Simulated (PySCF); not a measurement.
P2H3 (charge -1).
Numbering: `[PH-:1][PH2:2]` (hydrogens: H3 on P1; H4, H5 on P2)

The same species was optimised twice, with GFN2-xTB and with PBE0-D3(BJ)/def2-SVP (PySCF), and the same property calculations (PySCF, gas phase) were run on both structures.

| coordinate | GFN2-xTB | PBE0-D3(BJ)/def2-SVP | change |
| --- | --- | --- | --- |
| P1–P2 (Å) | 2.087 | 2.171 | +0.084 |
| P1–H3 (Å) | 1.370 | 1.442 | +0.072 |
| P2–H4 (Å) | 1.401 | 1.453 | +0.052 |
| P2–H5 (Å) | 1.400 | 1.452 | +0.052 |
| P1–P2–H5 (°) | 101.9 | 105.4 | +3.5 |
| P1–P2–H4 (°) | 101.9 | 105.4 | +3.5 |
| H4–P2–H5 (°) | 88.6 | 89.2 | +0.6 |
| P2–P1–H3 (°) | 90.4 | 90.6 | +0.2 |

Rotational constants: A = 92953, B = 6807, C = 6666 MHz (GFN2-xTB) against A = 87404, B = 6251, C = 6130 MHz (PBE0-D3(BJ)/def2-SVP). Point groups within 0.08 Å: Cs and Cs. Atoms that the bonding makes alike are paired by their places after alignment.

On the GFN2-xTB structure: HOMO (eV) 0.66 [PBE0/pcSseg-1]; LUMO (eV) 6.11 [PBE0/pcSseg-1]; GIAO shielding of P1 (ppm) 691.2 [PBE0/pcSseg-1]; GIAO shielding of P2 (ppm) 515.8 [PBE0/pcSseg-1].

Q: What do these properties become on the PBE0-D3(BJ)/def2-SVP structure?

A: 
| property | level | on GFN2-xTB | on PBE0-D3(BJ)/def2-SVP | change |
| --- | --- | --- | --- | --- |
| HOMO (eV) | PBE0/pcSseg-1 | 0.66 | 0.53 | -0.13 |
| LUMO (eV) | PBE0/pcSseg-1 | 6.11 | 5.80 | -0.31 |
| energy, GFN2-xTB geometry as zero (kcal/mol) | PBE0/pcSseg-1 | 0.0 | -4.7 | -4.7 |
| GIAO shielding of P1 (ppm) | PBE0/pcSseg-1 | 691.2 | 600.5 | -90.7 |
| GIAO shielding of P2 (ppm) | PBE0/pcSseg-1 | 515.8 | 471.4 | -44.4 |

The heavy atoms differ by 0.042 Å rms after alignment. Among all bonds P1–P2 changes most (+0.084 Å). Changes are differences of the printed values. Neither structure is proved a minimum here. One conformer (not necessarily the lowest) at the PBE0-D3(BJ)/def2-SVP geometry, without solvent, vibrations or thermal averaging. The geometry's basis has no diffuse functions, a weakness for an anion.

The values belong to the conformer `[PH-:1][PH2:2]`: H–P1–P2–H -133°, H–P1–P2–H 134°.
